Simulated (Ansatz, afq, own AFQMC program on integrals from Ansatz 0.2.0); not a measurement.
BSiH, singlet → BSiH, triplet

```xyz
3

Si    0.0000    0.0000    0.1742
B     0.0000    0.0000   -1.8643
H     0.0000    0.0000    1.6901
```

Connectivity, by distances: SiH–B.

E(triplet, charge +0) − E(singlet, charge +0) at this geometry, on RHF and UHF determinants.

Basis 6-31G. Only valence electrons are correlated. Integrals, coupled cluster, full CI and functionals: Ansatz 0.2.0; the random walks run on the same integrals in our own AFQMC program. ph-AFQMC/CISD is guided by a CISD state made of CCSD amplitudes; releasing the constraint for a short imaginary time cuts its bias at the price of noise, slowly where states lie close. ± is one standard error of the sampling. The errors of all members are added in quadrature.

Full CI on the same integrals is exact in this basis and with this determinant's frozen core.

Errors are counted within 6-31G, not against nature.

Cautions: BSiH (singlet): another spin lies lower, restricted determinant unstable towards unrestricted (UHF 961 meV lower, ⟨S²⟩ 1.79), strong correlation (T1 0.043, weight of the determinant 0.82, largest double 0.14), the CCSDT(Q) amplitudes may be one of several solutions (largest double 0.55), the CCSDTQ amplitudes may be one of several solutions (largest double 0.93), the released energies are still falling, so no released level is given (meV from the phaseless value at times in 1/Eh: 2 ± 13 at 0.24, -3 ± 12 at 0.51, -4 ± 11 at 0.99, -21 ± 13 at 1.62, -29 ± 12 at 2.40), the determinant fills πx and πy unequally, so it mixes two states of the linear molecule, and each level undoes that mixture to a different degree, while full CI gives the lower state, CCSDTQ on the UHF determinant differs (841 meV lower), perhaps since the unrestricted series falls towards higher spin, its ph-AFQMC/CISD value lies 91 ± 12 meV above full CI; BSiH (triplet): strong correlation (T1 0.098, weight of the determinant 0.75, largest double 0.09), unrestricted determinant spin contaminated (⟨S²⟩ 2.32 against 2.00), the ph-AFQMC/HF walk drifts between its halves (2.2 errors), the ph-AFQMC/CISD walk drifts between its halves (2.1 errors), its ph-AFQMC/CISD value lies 39 ± 9 meV above full CI; core correlation is missing, and it shifts such a gap most where an s electron is promoted.

Reference (full CI): -0.838 eV.

```json
{"level": "HF", "vertical spin gap (eV)": "-1.505", "error against FCI (eV)": "-0.667"}
{"level": "MP2", "vertical spin gap (eV)": "-0.884", "error against FCI (eV)": "-0.047"}
{"level": "CCSD", "vertical spin gap (eV)": "-0.990", "error against FCI (eV)": "-0.152"}
{"level": "CCSD(T)", "vertical spin gap (eV)": "-0.927", "error against FCI (eV)": "-0.090"}
{"level": "CCSDT", "vertical spin gap (eV)": "-0.896", "error against FCI (eV)": "-0.058"}
{"level": "CCSDT(Q)", "vertical spin gap (eV)": "-0.862", "error against FCI (eV)": "-0.025"}
{"level": "CCSDTQ", "vertical spin gap (eV)": "-0.842", "error against FCI (eV)": "-0.004"}
{"level": "ph-AFQMC/HF", "vertical spin gap (eV)": "-0.670 ± 0.044", "error against FCI (eV)": "0.168 ± 0.044"}
{"level": "ph-AFQMC/CISD", "vertical spin gap (eV)": "-0.890 ± 0.015", "error against FCI (eV)": "-0.052 ± 0.015"}
```

Correlation beyond CCSD(T) adds 0.090 eV. The perturbative (T) step is worth +0.062 eV. Where a determinant mixes two states, these steps and errors hold in part the undoing of that mixture, and only full CI is sure.

CCSDT and higher add their correlation energy to the determinant of the CCSD(T) run, since their own runs factorise the integrals more tightly (a shift of under 2 meV).
